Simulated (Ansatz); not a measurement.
## Worked example: correlation energy of H2O⁺, doublet

Geometry: a point of a stretch scan, not a stationary point.

| atom | x (Å) | y (Å) | z (Å) |
| --- | --- | --- | --- |
| O | 0.0000 | -0.0610 | -0.0052 |
| H | 0.0000 | 0.4515 | -0.7340 |
| H | 0.0000 | 0.5164 | 0.8160 |

Basis cc-pVDZ; Ansatz 0.2.0. Correlated methods freeze the noble-gas cores, which leaves 7 electrons in 23 orbitals. R marks a restricted (for open shells ROHF) determinant, U an unrestricted one.

Full CI is exact within this basis and frozen core; it isn't the basis-set limit. The frozen core follows each run's orbitals, which can shift R against U totals by a few meV.

Runs differ by some tens of microhartree through their thresholds and, for an open shell, their frozen cores, so steps under 0.1 kcal/mol mean nothing.

| level | total energy (hartree) |
| --- | --- |
| UHF | -75.624253 |
| UMP2 | -75.774108 |
| UCCSD | -75.790693 |
| UCCSD(T) | -75.792745 |
| UCCSDT | -75.792970 |
| UCCSDT(Q) | -75.793159 |
| full CI | -75.793135 |

Question: What is the correlation energy at full CI, and what share of it do UMP2 and UCCSD recover?

Answer: E(corr) = -75.793135 − (-75.624253) = -0.168882 hartree = -4.596 eV. UMP2: -0.149855 / -0.168882 = 88.73 %. UCCSD: -0.166440 / -0.168882 = 98.55 %.

Question: By how many kcal/mol does UCCSD(T) miss full CI (1 hartree = 627.509 kcal/mol), and which steps make up the rest?

Answer: -75.792745 − (-75.793135) = 0.000390 hartree = 0.24 kcal/mol. Steps: UCCSDT − UCCSD(T) = -0.14, UCCSDT(Q) − UCCSDT = -0.12, full CI − UCCSDT(Q) = 0.02 kcal/mol. That is within 1 kcal/mol of the reference in this basis, which itself misses far more of the correlation at the basis-set limit.
